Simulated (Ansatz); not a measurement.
# Y (model structure, started from the omega type, P6/mmm, No. 191, 3 atoms in the cell)

Level of theory: PBEsol in Ansatz (PAW).

Numerical settings: plane-wave cutoff 500 eV, 18×18×22 k mesh (along the axes of the cell as run), Fermi–Dirac smearing 0.1 eV, scalar-relativistic PAW data made under PBE.

Cell (relaxed at this level):

```
Y
1.0
    5.55755     0.00000     0.00000
   -2.77877     4.81298     0.00000
    0.00000     0.00000     3.46948
Y
3
Direct
  0.00000   0.00000   0.00000
  0.33333   0.66667   0.50000
  0.66667   0.33333   0.50000
```

For Y (model structure, started from the omega type, P6/mmm, No. 191, 3 atoms in the cell), the band gap comes out as none.

Note: the relaxation could raise the start's symmetry but not lower it, so the cell can be a saddle point.

Spin–orbit coupling is not included.

Computed values are for the static lattice.

It cost very roughly 5 core-minutes of CPU time.

A model structure was made by putting elements into a prototype or built by hand; it is no filed structure, need not be a known phase, and can be a saddle point held by its symmetry.

Ansatz is a program for electronic structure.
